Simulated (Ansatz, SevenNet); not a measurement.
**TA phonon frequency at L of zinc-blende InSb: levels of theory against measurement**

Reference value: 33 cm⁻¹ (measured, temperature not stated, not corrected to a static lattice; as tabulated in Ioffe Institute, NSM Archive: InSb, mechanic properties page).

```json
[
 {"level (code)": "SevenNet-0", "value (cm⁻¹)": "38", "cell (Å³/atom)": "36.51", "difference (%)": "+15.2"},
 {"level (code)": "SevenNet-l3i5", "value (cm⁻¹)": "26", "cell (Å³/atom)": "36.67", "difference (%)": "-21"},
 {"level (code)": "LDA (Ansatz)", "value (cm⁻¹)": "32", "cell (Å³/atom)": "33.54", "difference (%)": "-3.0"},
 {"level (code)": "PBE (Ansatz)", "value (cm⁻¹)": "33", "cell (Å³/atom)": "36.51", "difference (%)": "0.0"},
 {"level (code)": "PBEsol (Ansatz)", "value (cm⁻¹)": "31", "cell (Å³/atom)": "34.63", "difference (%)": "-6.1"},
 {"level (code)": "HSE06 (Ansatz)", "value (cm⁻¹)": "36", "cell (Å³/atom)": "35.07", "difference (%)": "+9.1"},
 {"level (code)": "PBE0 (Ansatz)", "value (cm⁻¹)": "36", "cell (Å³/atom)": "34.93", "difference (%)": "+9.1"},
 {"level (code)": "Hartree–Fock (Ansatz)", "value (cm⁻¹)": "46", "cell (Å³/atom)": "36.35", "difference (%)": "+39"}
]
```

Once the reference is moved by up to 3.0 % (a margin picked here for doubts on the reference and the settings, and for temperature and zero-point motion) and values within 1.0 % count as equal, the nearest can be PBE (0.0 %) or LDA (-3.0 %). Among them Hartree–Fock (+39 %) misses by most.

The measured value isn't corrected to a static lattice, so vibrations enter the comparison.  LDA, PBE, PBEsol: the solid has no gap at this level, which affects its response. Each level is taken at its own relaxed cell. K meshes differ between the levels. Ansatz's density-functional and Hartree–Fock values are scalar-relativistic unless marked +SOC, with PAW data made under PBE.

Machine-learned potentials (SevenNet-0, SevenNet-l3i5) are trained on DFT data: a solid inside that data is no test of them.

Differences are worked out from the printed values.

Ansatz is a program for electronic structure.
